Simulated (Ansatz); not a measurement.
Reaction: SiHCl3 (trichlorosilane, SMILES Cl[SiH](Cl)Cl) → SiCl3 (SMILES Cl[Si](Cl)Cl, doublet) + H (doublet) (the H-Si bond breaks)
Each species at its own B3LYP-D3(BJ)/def2-TZVP minimum (Ansatz, a program for electronic structure).

Property: bond dissociation energy (electronic), in kcal/mol. UHF or UKS for unpaired electrons; spin-orbit terms are left out. CBS(X,Y): correlation extrapolated as X^-3, Hartree-Fock from the larger set. A bracket is a step between two methods taken in the basis named. The functionals are non-relativistic, so their misses hold any scalar relativity. Double hybrids freeze cores in their MP2 part. 'core' is core correlation in cc-pwCVTZ (1s frozen past Ne), 'X2C' scalar relativity in cc-pVTZ-DK, both at CCSD(T). Where a partner has so few electrons that a lower coupled-cluster level is exact, that level stands in.

Compared with CCSD(T)/CBS(cc-pV(T+d)Z,cc-pV(Q+d)Z) + [CCSDT(Q) - CCSD(T)]/cc-pV(D+d)Z + core + X2C (Ansatz).

Rank these levels by how close they come to it, closest first: wB97X-V/def2-TZVPD (Ansatz); CAM-B3LYP/def2-TZVPD (Ansatz); B2GP-PLYP/def2-TZVPD (Ansatz).

wB97X-V/def2-TZVPD (96.8 kcal/mol, difference -0.8), CAM-B3LYP/def2-TZVPD (95.0 kcal/mol, difference -2.6), B2GP-PLYP/def2-TZVPD (94.2 kcal/mol, difference -3.4)
